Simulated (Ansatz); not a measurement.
Input for Ansatz (development build ahead of 0.2.0):

```yaml
crystal:
  periodic: [false, false, false]
  atoms:
    - { symbol: C, position_ang: [1.20792, 0.0, 0.0] }
    - { symbol: C, position_ang: [0.37327, 1.1488, 0.0] }
    - { symbol: C, position_ang: [-0.97723, 0.71, 0.0] }
    - { symbol: C, position_ang: [-0.97723, -0.71, 0.0] }
    - { symbol: C, position_ang: [0.37327, -1.1488, 0.0] }
    - { symbol: C, position_ang: [2.61792, 0.0, 0.0] }
    - { symbol: H, position_ang: [3.16792, 0.93, 0.0] }
    - { symbol: H, position_ang: [3.16792, -0.93, 0.0] }
    - { symbol: H, position_ang: [0.70855, 2.1807, 0.0] }
    - { symbol: H, position_ang: [-1.85501, 1.34775, 0.0] }
    - { symbol: H, position_ang: [-1.85501, -1.34775, 0.0] }
    - { symbol: H, position_ang: [0.70855, -2.1807, 0.0] }
basis:
  gaussian: { orbitals: def2-SVP }
magnetization:
  spin_polarized: true
hamiltonian:
  xc: hf
```

The input is written out in the form of the current development build from the run's settings.

Results

* Converged: yes
* Total energy: -230.47103 hartree
* Spin squared of the determinant: 0.977
* Stability test: minimum

Caution: the unrestricted determinant is a mixture of spin states.
